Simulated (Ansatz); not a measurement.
```yaml
crystal:
  periodic: [true, true, true]
  atoms:
    - {symbol: N, position_ang: [-0.483598, 0.177022, -0.243984]}
    - {symbol: O, position_ang: [0.483598, -0.177022, 0.243984]}
basis:
  gaussian: {orbitals: def2-SVPD}
magnetization: {spin_polarized: true, initial_magnetization: 1}
hamiltonian: {xc: {name: r2SCAN50}, dispersion: d3bjatm}
output: {forces: true}
```

```sh
$ ansatz run in.yaml --threads 2 --pin off --events-out ev --progress --plain --max-ram 32768MiB --backend cpu
```

It prints (some lines left out):

```
Error: YAML parse error: error: line 2 column 3: crystal: missing field `lattice` (a structure is typed as `lattice` and `atoms`, a molecule's as `atoms` in Å alone, or read from a run's directory, `checkpoint`)
 --> <input>:2:3
1 | crystal:
2 |   periodic: [true, true, true]
3 |   atoms:
4 |     - {symbol: N, position_ang: [-0.483598, 0.177022, -0.243984]}
```

(1) Something in this input is off. What?

## Answers

(1) The molecule is marked periodic without a cell. The input was rejected before any iteration.
